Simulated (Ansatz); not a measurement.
Reaction (atomization): `C#CC1C=C1C` → 6 C• + 6 H•

Gas-phase electronic energies from Ansatz, PBE0-D4/def2-TZVP geometries. CBS: MP2 limit from def2 TZ/QZ plus the TZ coupled-cluster correction, frozen cores. This one scheme is used for every species, atoms too. DFT in def2-TZVPP. B3LYP here is the variant with VWN-RPA as its local correlation; programs differ in this. Open shells (•) are unrestricted, without spin–orbit coupling. Spin–orbit coupling would lower the free atoms: a little for C.

Question: What is ΔE at CCSD(T)/CBS? (Estimate.)

Answer: Ansatz gave: +54.93 eV.

Question: What do these levels give: r2SCAN-D4, PBE0-D4, ωB97M-V, PBE, PBE0, B3LYP, MP2/def2-TZVPP, SCS-MP2/def2-TZVPP, CCSD/def2-TZVPP, CCSD(T)/def2-TZVPP, SCS-MP2/def2-QZVPP, MP2/CBS(def2)? (Estimate.)

Answer: Computed: r2SCAN-D4 55.39, PBE0-D4 55.96, ωB97M-V 55.26, PBE 56.93, PBE0 55.76, B3LYP 54.78, MP2/def2-TZVPP 55.09, SCS-MP2/def2-TZVPP 54.44, CCSD/def2-TZVPP 52.59, CCSD(T)/def2-TZVPP 53.61, SCS-MP2/def2-QZVPP 55.31, MP2/CBS(def2) 56.42 eV.

Largest T1 diagnostic among the species: 0.011.

In def2-TZVPP, CCSD(T) changes the Hartree–Fock value by +13.43 eV (the triples alone add +1.01 eV) and MP2 by +14.91 eV; breaking electron pairs costs correlation energy, which Hartree–Fock lacks. From PBE to PBE0 (25 % exact exchange), in def2-TZVPP and without D4, ΔE moves by −1.17 eV: exact exchange takes away binding that semilocal exchange gives to molecules. The D4 term adds +0.38 eV with B3LYP and +0.20 eV with PBE0; it sums over pairs of atoms, weighted by their polarisabilities, and B3LYP, whose exchange is more repulsive, gets the larger term.

For atomizations the MP2-based limit and the directly extrapolated one differ by several kJ/mol either way, and by 10 to 25 for some Ge, Se and Sn compounds, so smaller differences from it don't rank the levels.
